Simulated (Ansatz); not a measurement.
Ansatz (a program for electronic structure) input (PBE/def2-TZVPD):

Ansatz 0.2 input:
```yaml
crystal:
  periodic: [false, false, false]
  atoms:
    - {symbol: F, position_ang: [-0.00000000, -0.00000000, -0.09245367]}
    - {symbol: H, position_ang: [0.00000000, 0.00000000, 0.83208299]}
basis:
  gaussian:
    orbitals: def2-TZVPD
hamiltonian:
  xc: {name: PBE}
magnetization: {spin_polarized: false}
```

Output:

```
Functional definition: PBE
integrals: 0.00 GiB planned
248 factors; their error is unknown
mean field: 0.09 GiB planned
mean field evaluation 1: about -2730.2146 eV, gradient 3.5e1 eV
mean field evaluation 2: about -2724.0301 eV, gradient 7.5e1 eV
mean field evaluation 4: about -2731.8951 eV, gradient 4.8e-1 eV
mean field evaluation 8: about -2731.8929 eV, gradient 1.7e-1 eV
mean field -2731.89291900 eV, -100.3952130297 hartree, gradient 3.4e-5 eV, S^2 0.000000; 0 other end points of the search recorded, 0 dependent functions left out
reference -2731.89295703 eV, -100.3952144275 hartree; 5, 5 occupied and 44, 44 virtual orbitals, 248 factors
Total energy: -2731.89295703 eV, -100.3952144275 hartree
```
